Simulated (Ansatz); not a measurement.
**Worked example: H₃Ge–PH₂⁺, doublet against H3Ge–PH2, singlet**

Geometry (PBE0/def2-TZVP stationary point of a singlet), kept for both states (H3Ge–PH2, singlet: A'; H3Ge–PH2⁺, doublet: A'):

| atom | x (Å) | y (Å) | z (Å) |
| --- | --- | --- | --- |
| Ge | -0.0194 | 0.0000 | 0.6923 |
| P | 0.1032 | 0.0000 | -1.6269 |
| H | 0.7081 | -1.2513 | 1.2097 |
| H | 0.7081 | 1.2513 | 1.2097 |
| H | -1.4630 | 0.0000 | 1.2228 |
| H | -0.8631 | -1.0313 | -1.7718 |
| H | -0.8631 | 1.0313 | -1.7718 |

Basis cc-pVDZ; Ansatz 0.2.0. Correlated methods freeze the noble-gas cores and the filled d shells of p-block atoms. R marks a restricted (for open shells ROHF) determinant, U an unrestricted one. No spin–orbit coupling is included, and no scalar relativity.

Full CI isn't at hand for all of this; UCCSDT(Q) serves as the reference, and is uncertain by about the last step of the cluster series.

```tsv
level	E(H3Ge–PH2, singlet) (hartree)	E(H3Ge–PH2⁺, doublet) (hartree)
UHF	-2418.975369	-2418.652156
UMP2	-2419.204357	-2418.852920
UCCSD(T)	-2419.257980	-2418.906843
PBE	-2420.828133	-2420.475844
PBE0	-2420.922627	-2420.566712
UCCSDT(Q)	-2419.259434	-2418.908419
```

Q: Give the vertical gap, H3Ge–PH2⁺ doublet less H3Ge–PH2 singlet, at each level in eV (1 hartree = 27.2114 eV), and each error against UCCSDT(Q).

A: UCCSDT(Q): (-2418.908419 − (-2419.259434)) × 27.2114 = 9.552 eV (the reference)
PBE0: (-2420.566712 − (-2420.922627)) × 27.2114 = 9.685 eV, error 0.133 eV
PBE: (-2420.475844 − (-2420.828133)) × 27.2114 = 9.586 eV, error 0.034 eV
UCCSD(T): (-2418.906843 − (-2419.257980)) × 27.2114 = 9.555 eV, error 0.003 eV
UMP2: (-2418.852920 − (-2419.204357)) × 27.2114 = 9.563 eV, error 0.011 eV
UHF: (-2418.652156 − (-2418.975369)) × 27.2114 = 8.795 eV, error -0.757 eV

Total energies of functionals can't be set beside those of wave-function methods, since they hold the core's correlation and their own absolute errors; only the differences compare.

In so small a basis the reference is far from its limit while semilocal and hybrid functionals are nearer theirs, so the functionals' errors here hold much of the reference's basis and frozen-core error, which can add to them or hide them.

Each level lands on the state that its own search finds. T1 diagnostics of restricted CCSD: 0.011 and 0.023.
